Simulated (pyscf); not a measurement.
This saddle point was located with ωB97X-D3(BJ)/def2-SVPD in PySCF.

```
C
H 1 1.0958
H 1 1.0958 2 110.47
C 1 1.4488 2 114.71 3 -131.52
H 4 1.0868 1 118.91 2 -38.30
H 4 1.0868 5 117.03 1 154.45
C 1 1.5360 2 112.78 3 127.22
H 7 1.0987 1 115.34 2 -175.90
H 7 1.0987 8 112.65 1 135.29
H 7 1.5449 8 104.34 9 112.52
F 10 1.0544 9 150.00 7 178.69
Cl 4 2.3620 5 89.84 6 89.75
```
Charge -1, spin multiplicity 1.

Surface: singlet, charge -1. Lowest wavenumbers (cm⁻¹): 571i, 64, 64, 189, 191.

Task: Name the species on either side of this saddle.

Result: fluoride (F⁻) + H₃C–CH₂–CH₂–Cl ⇌ hydrogen fluoride (HF) + cyclopropane (SMILES C1CC1) + chloride (Cl⁻), a concerted two-bond exchange read from left to right: C–H, C–Cl broken and F–H, C–C formed. At ωB97M-D3(BJ)/def2-TZVPD it lies +8.9 kcal/mol from the left side and +21.4 kcal/mol from the right (each side as separated species at their lowest minima found). On the reactant side the descent ends in a bound adduct, 12.8 kcal/mol under the separated species and 25.3 kcal/mol under the saddle at ωB97X-D3(BJ)/def2-TZVPD. On the product side the descent ends in a bound adduct (not fully relaxed), 13.0 kcal/mol under the separated species and 35.5 kcal/mol under the saddle at ωB97X-D3(BJ)/def2-TZVPD. At ωB97X-D3(BJ)/def2-TZVPD the barrier from the zero used here is 12.6 kcal/mol. cyclopropane lies 6.6 kcal/mol over its isomer H₂C=CH–CH₃ (electronic energy, ωB97M-D3(BJ)/def2-TZVPD). This is the saddle that the search found; another between the same sides may lie lower.
